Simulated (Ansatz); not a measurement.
Species, as SMILES: [OH] (OH), doublet.
Atoms: O1, H2. Bonds: O1-H2.

Basis-set convergence of the highest harmonic wavenumber at PBE with Ansatz (an electronic-structure program). Each level at its own minimum, finite differences of forces, unscaled; the reference is a large set that could be run, not a limit. Cartesian d functions, on some or all atoms, in 6-31G*, 6-31+G*; all else is spherical. Open shells are unrestricted. No added dispersion term, no relativity. Reference: the value in aug-pcseg-3, 3599 cm⁻¹, itself unsure by roughly 1 cm⁻¹ (its mean distance from aug-cc-pVQZ, def2-QZVPPD, pcseg-3). Deviations are taken from unrounded values.

```
basis        functions  highest harmonic wavenumber (cm⁻¹)
-----------  ---------  ----------------------------------
6-31G*              17                                3542
6-31+G*             21                                3538
cc-pVDZ             19                                3519
aug-cc-pVDZ         32                                3575
def2-SVP            19                                3571
def2-SVPD           31                                3601
pcseg-1             19                                3549
aug-pcseg-1         32                                3568
6-311G**            24                                3601
6-311+G**           28                                3606
def2-TZVP           37                                3583
def2-TZVPD          49                                3588
cc-pVTZ             44                                3594
aug-cc-pVTZ         69                                3591
pcseg-2             44                                3599
aug-pcseg-2         69                                3600
def2-TZVPP          45                                3603
def2-TZVPPD         57                                3605
cc-pVQZ             85                                3599
aug-cc-pVQZ        126                                3598
def2-QZVPP          87                                3602
def2-QZVPPD         99                                3602
pcseg-3             93                                3599
aug-pcseg-3        134                                3599
```

What the diffuse functions change, pair by pair:
- 6-31G* to 6-31+G*: 4 more functions, deviation -57 to -61 cm⁻¹
- cc-pVDZ to aug-cc-pVDZ: 13 more functions, deviation -80 to -24 cm⁻¹
- def2-SVP to def2-SVPD: 12 more functions, deviation -29 to 2 cm⁻¹
- pcseg-1 to aug-pcseg-1: 13 more functions, deviation -51 to -31 cm⁻¹
- 6-311G** to 6-311+G**: 4 more functions, deviation 1 to 7 cm⁻¹
- def2-TZVP to def2-TZVPD: 12 more functions, deviation -16 to -11 cm⁻¹
- cc-pVTZ to aug-cc-pVTZ: 25 more functions, deviation -5 to -8 cm⁻¹
- pcseg-2 to aug-pcseg-2: 25 more functions, deviation -1 to 1 cm⁻¹
- def2-TZVPP to def2-TZVPPD: 12 more functions, deviation 3 to 5 cm⁻¹
- cc-pVQZ to aug-cc-pVQZ: 41 more functions, deviation -1 to -1 cm⁻¹
- def2-QZVPP to def2-QZVPPD: 12 more functions, deviation 3 to 2 cm⁻¹
- pcseg-3 to aug-pcseg-3: 41 more functions, deviation 0 to 0 cm⁻¹

Leaving out the reference's own pair, they bring the value nearer the reference by more than 1 cm⁻¹ in 4 of 11 pairs.
